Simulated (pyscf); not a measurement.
Structures and frequencies: ωB97X-D3(BJ)/def2-SVP in PySCF.

Task: PBE/def2-TZVP puts the barrier of H₃C–InH–SH + hydrogen (H₂) -> H₃C–InH₂ + H₂S (four-centre exchange; singlet surface; In–S, H–H broken, H–In, H–S formed) at 23.0 kcal/mol and the reaction energy at +21.1 kcal/mol, from the separated reactants. What do B3LYP-D3(BJ)/def2-TZVP, PBE0-D3(BJ)/def2-TZVP, ωB97M-D3(BJ)/def2-TZVP give on the same structures?

Result: B3LYP-D3(BJ): ΔE‡ = 27.1 kcal/mol, ΔE = +21.2 kcal/mol; PBE0-D3(BJ): ΔE‡ = 24.4 kcal/mol, ΔE = +21.1 kcal/mol; ωB97M-D3(BJ): ΔE‡ = 28.6 kcal/mol, ΔE = +19.0 kcal/mol. PBE's barrier lies under all of them, by 1.4 to 5.6 kcal/mol. Its reaction energy matches one of them and lies within 2.1 kcal/mol of the others. On the product side the descent ends in an adduct with a In–S contact, 12.6 kcal/mol under the separated species and 17.5 kcal/mol under the saddle at ωB97X-D3(BJ)/def2-TZVP. What is counted as broken (In–S) persists as a longer contact in the product adduct; parting that adduct is a step of its own. This is the saddle that the search found; another between the same sides may lie lower. Elements past Kr carry the def2 core potentials, without spin-orbit coupling.
